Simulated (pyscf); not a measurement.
## Routes from HO–PH₂ (SMILES OP) + SiH₂ (SMILES [SiH2]) [singlet]

Candidate steps break at most two bonds and form at most two. Each was searched with GFN2-xTB (tblite) first. PySCF, gas phase, ωB97X-D3(BJ)/def2-SVP geometries. MP2 and CC: frozen core, UHF for open shells. ΔMP2 is the change of the MP2 total energy from the triple- to the quadruple-zeta basis. Energies: CCSD(T)/def2-TZVPP + ΔMP2(QZVPP), kcal/mol, from the separated reactants, singlet surface.

| products | type | ΔE‡ | ΔE | ΔG‡ 298 K | ΔG‡ 900 K | ν‡ (cm⁻¹) |
|---|---|---|---|---|---|---|
| HO–SiH₂–PH₂ | insertion | -4.8 | -85.7 | 7.3 | 29.1 | 475i |
| O=PH + SiH₄ | concerted two-bond exchange | 4.7 | -27.8 | 13.2 | 35.0 | 1488i |

Row 1: On the reactant side the descent ends in an adduct with a O–Si contact, 19.9 kcal/mol under the separated species and 10.9 kcal/mol under the saddle at ωB97X-D3(BJ)/def2-TZVP. Row 2: On the reactant side the descent ends in a bound adduct, 14.3 kcal/mol under the separated species and 15.6 kcal/mol under the saddle at ωB97X-D3(BJ)/def2-TZVP. 

Plain bond fissions and candidates not yet searched are not listed, and one of them may be faster. Each barrier is that of the saddle found; lower ones may exist. The CCSD(T) − MP2 part came from Ansatz, without density fitting, on the same reference.
